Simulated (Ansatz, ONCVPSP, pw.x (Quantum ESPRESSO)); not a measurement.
**tungsten (W) (bcc): variants of one ONCV potential in the solid**

ONCVPSP 4.0.1.1 (patched build) input, shortened (lines: element, Z, core and valence counts, functional; n l f; lmax; l rc ep ncon nbas qcut; lloc lpopt rc5 dvloc0; l nproj debl; icmod fcfact rcfact), LDA (Perdew-Wang 92), scalar-relativistic:

```
  W 74.00   10    4  -001012      upf
    1    0    2.00
    2    0    2.00
    2    1    6.00
    3    0    2.00
    3    1    6.00
    3    2   10.00
    4    0    2.00
    4    1    6.00
    4    2   10.00
    4    3   14.00
    5    0    2.00
    5    1    6.00
    5    2    4.00
    6    0    2.00
    2
    0    1.80    0.00    4    7    7.30
    1    2.05    0.00    4    8    6.60
    2    2.20    0.00    4    9    7.80
    4    1    1.45    0.00
    0    2    0.70
    1    2    1.00
    2    2    3.20
    3    4.25    1.65
```

In the p channel the program set the typed energies aside and used -1.594, 0.250 Ha.

Crystal test: bcc W in pw.x 7.5, no spin, 15³ k-points, Fermi–Dirac smearing 0.01 Ry, cutoffs set for each file from its atomic test. The reference is all-electron LAPW (Ansatz 0.2.0) with the same functional, mesh and smearing; V0 and B0 come from Birch–Murnaghan fits to the pressures at five volumes. Errors are pseudo minus all-electron; Δ is the rms difference of the E(V) curves that follow from these fits, minima aligned, over ±6 % about the mean V0. Mesh and smearing are coarse, so the numbers serve the comparison and aren't converged zero-temperature values; the lattice is a test structure that the element need not adopt.

All-electron: a0 = 3.136 Å (V0 = 15.41 Å³/atom), B0 = 332.7 GPa.

```csv
change,cutoffs (Ry),pw.x,a0 (Å),a0 error (%),B0 error (%),Δ (meV/atom),mean pressure error (GPa)
base,50/200,converged; energies reset by the program,3.123,-0.39,+0.6,13.3,-3.89
"core correction Teter function, fcfact 4.9, rcfact 1.65",50/200,converged; energies reset by the program,3.123,-0.39,+0.7,13.1,-3.83
"core correction Teter function, fcfact 4.25, rcfact 1.82",50/200,converged; energies reset by the program,3.127,-0.27,+1.1,9.0,-2.66
d: debl 0.45,50/200,converged; energies reset by the program,3.123,-0.39,+0.7,13.3,-3.91
"p: rc 1.8, qcut 7.5, nproj 0; local potential the p channel",50/200,converged,3.100,-1.12,+6.1,38.4,-11.20
```

(1) Give the row for: local potential polynomial inside 1.45 bohr (lpopt 1, dvloc0 -1 Ha).

## Answers

(1) pw.x: converged; energies reset by the program; mean pressure error (GPa): -4.00; a0 (Å): 3.123; a0 error (%): -0.40; B0 error (%): +0.6; Δ (meV/atom): 13.6.
